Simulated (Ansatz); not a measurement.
C3H9N, charge -1, doublet, at a GFN2-xTB geometry of the parent state (a state made from the parent by changing its charge; the spin is typed, not shown lowest) (a gas-phase anion, which may not be bound at this level); SVWN5/6-31G* (Ansatz, an electronic-structure program).

Input for Ansatz:
Ansatz 0.2 input:
```yaml
crystal:
  periodic: [false, false, false]
  atoms:
    - {symbol: N, position_ang: [-0.00261790, 0.00013854, 0.37401739]}
    - {symbol: C, position_ang: [-0.00152192, 1.37970834, -0.06300031]}
    - {symbol: C, position_ang: [1.19627023, -0.68818901, -0.05385049]}
    - {symbol: C, position_ang: [-1.19343643, -0.69158875, -0.07057579]}
    - {symbol: H, position_ang: [0.00601956, 1.47958855, -1.16082857]}
    - {symbol: H, position_ang: [0.87937092, 1.88014242, 0.33668072]}
    - {symbol: H, position_ang: [-0.88934309, 1.87762614, 0.32430169]}
    - {symbol: H, position_ang: [1.29087415, -0.73861551, -1.15101370]}
    - {symbol: H, position_ang: [1.18494027, -1.70346684, 0.34014693]}
    - {symbol: H, position_ang: [2.06712214, -0.17042002, 0.34575384]}
    - {symbol: H, position_ang: [-1.27253017, -0.74226236, -1.16895468]}
    - {symbol: H, position_ang: [-2.07126594, -0.17630754, 0.31678972]}
    - {symbol: H, position_ang: [-1.18473380, -1.70683808, 0.32356185]}
basis:
  gaussian:
    orbitals: 6-31G*
hamiltonian:
  xc: {name: SVWN5}
total_charge: -1
magnetization: {spin_polarized: false, initial_magnetization: 1}
```

What the program printed (banner, timings and long lists left out):

```
Functional definition: SVWN5
1085 factors; their error is unknown
mean field evaluation 1: about -4695.8346 eV, gradient 4.2e1 eV
mean field evaluation 2: about -4691.4347 eV, gradient 5.8e1 eV
mean field evaluation 4: about -4700.3041 eV, gradient 4.0e0 eV
mean field evaluation 8: about -4700.3323 eV, gradient 2.5e-2 eV
mean field evaluation 16: about -4700.2596 eV, gradient 7.1e-5 eV
mean field -4700.25959445 eV, -172.7313541457 hartree, gradient 1.2e-5 eV, S^2 0.750000; 1 other end points of the search recorded, 0 dependent functions left out
reference -4700.25962250 eV, -172.7313551765 hartree; 18, 17 occupied and 60, 61 virtual orbitals, 1085 factors
Total energy: -4700.25962250 eV, -172.7313551765 hartree
```
